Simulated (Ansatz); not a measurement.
System: fcc Ca. Method: LDA (plane waves, PAW; Ansatz, a first-principles code).

Numerical settings: plane-wave cutoff 520 eV, 18×18×18 k mesh, Fermi–Dirac smearing 0.1 eV, perturbation theory, force constants from a 6×6×6 q mesh, scalar-relativistic PAW data made under PBE.

Computed at the level's own relaxed cell. Harmonic vibrational thermodynamics at fixed volume:

```csv
T (K),S_vib (J/K per mol of atoms),C_V (J/K per mol of atoms),F_vib (eV/atom)
0,0.00,0.00,0.0219
100,(withheld),(withheld),(withheld)
300,(withheld),(withheld),(withheld)
500,(withheld),(withheld),(withheld)
700,(withheld),(withheld),(withheld)
900,(withheld),(withheld),(withheld)
1000,(withheld),(withheld),(withheld)
```

Complete the blanks.


- 100, S_vib (J/K per mol of atoms): 16.08
- 100, C_V (J/K per mol of atoms): 19.53
- 100, F_vib (eV/atom): 0.0155
- 300, S_vib (J/K per mol of atoms): 40.87
- 300, C_V (J/K per mol of atoms): 24.23
- 300, F_vib (eV/atom): -0.0473
- 500, S_vib (J/K per mol of atoms): 53.39
- 500, C_V (J/K per mol of atoms): 24.68
- 500, F_vib (eV/atom): -0.1461
- 700, S_vib (J/K per mol of atoms): 61.72
- 700, C_V (J/K per mol of atoms): 24.81
- 700, F_vib (eV/atom): -0.2658
- 900, S_vib (J/K per mol of atoms): 67.96
- 900, C_V (J/K per mol of atoms): 24.86
- 900, F_vib (eV/atom): -0.4005
- 1000, S_vib (J/K per mol of atoms): 70.58
- 1000, C_V (J/K per mol of atoms): 24.88
- 1000, F_vib (eV/atom): -0.4723

The crystal is taken as a harmonic solid at every temperature: melting, phase changes and thermal expansion are not seen, nor the electrons' share in a metal.
